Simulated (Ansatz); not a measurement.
Geometry optimisation, RKS PBE-D4/6-31G* (Ansatz).

Input:

```yaml
crystal:
  periodic: [false, false, false]
  atoms:
    - { symbol: B, position_ang: [0.0, 0.0, 0.0] }
    - { symbol: H, position_ang: [0.0, 0.0, 1.54] }
    - { symbol: H, position_ang: [1.0305, 0.0, -0.595] }
    - { symbol: C, position_ang: [-1.3856, 0.0, -0.8] }
    - { symbol: H, position_ang: [-1.9458, -0.9305, -0.5708] }
    - { symbol: H, position_ang: [-1.9898, 0.8797, -0.4946] }
    - { symbol: H, position_ang: [-1.1839, 0.0508, -1.8903] }
    - { symbol: O, position_ang: [0.0715, -1.6212, 0.5392] }
    - { symbol: H, position_ang: [-0.475, -2.2058, -0.077] }
    - { symbol: H, position_ang: [0.0379, -0.8605, 1.537] }
basis:
  gaussian: { orbitals: "6-31G*" }
hamiltonian:
  xc: pbe
  dispersion: d4
relax:
  f_tol: 0.15
  max_steps: 25
  restrain:
    - { distance: [0, 7], at: 1.41, k: 30.0 }
    - { distance: [9, 1], at: 0.66, k: 30.0 }
    - { distance: [0, 1], at: 2.39, k: 30.0 }
    - { distance: [9, 7], at: 2.21, k: 30.0 }
```

Run as:

```bash
$ ansatz run input.yaml --threads 1 --pin off --max-ram 2048MiB --backend cpu --events-out ev --progress --plain --runs-dir out
```

Q: Where does it end, and by what steps?

A: The forces met the threshold. The restraints hold the end off the free minimum. After 8 steps the energy has fallen by 3.302 eV (the restraints' own energy left out); B1 moved furthest, 0.66 Å.

```json
{"step": "0", "energy less start (eV)": "0.0000", "largest force component (eV/Å)": "4.163", "accepted": "yes"}
{"step": "1", "energy less start (eV)": "-0.8002", "largest force component (eV/Å)": "5.633", "accepted": "yes"}
{"step": "2", "energy less start (eV)": "-2.0085", "largest force component (eV/Å)": "4.330", "accepted": "yes"}
{"step": "3", "energy less start (eV)": "-2.8502", "largest force component (eV/Å)": "2.505", "accepted": "yes"}
{"step": "4", "energy less start (eV)": "-3.1845", "largest force component (eV/Å)": "1.931", "accepted": "yes"}
{"step": "5", "energy less start (eV)": "-3.2657", "largest force component (eV/Å)": "1.774", "accepted": "yes"}
{"step": "6", "energy less start (eV)": "-3.2812", "largest force component (eV/Å)": "1.642", "accepted": "yes"}
{"step": "7", "energy less start (eV)": "-3.3088", "largest force component (eV/Å)": "1.143", "accepted": "yes"}
{"step": "8", "energy less start (eV)": "-3.3016", "largest force component (eV/Å)": "1.562", "accepted": "yes"}
```

```xyz
10
Properties=species:S:1:pos:R:3
B 0.053 -0.533 -0.386
H -0.210 0.166 1.894
H 1.012 0.198 -0.462
C -1.386 -0.069 -0.835
H -2.193 -0.804 -0.667
H -1.671 0.872 -0.329
H -1.366 0.170 -1.915
O 0.352 -1.822 0.038
H -0.459 -2.370 0.061
H 0.027 -0.497 1.790
```

The run took 17 s on 1 thread of Arm Neoverse V2, on a shared host, peak memory 0.12 GiB.
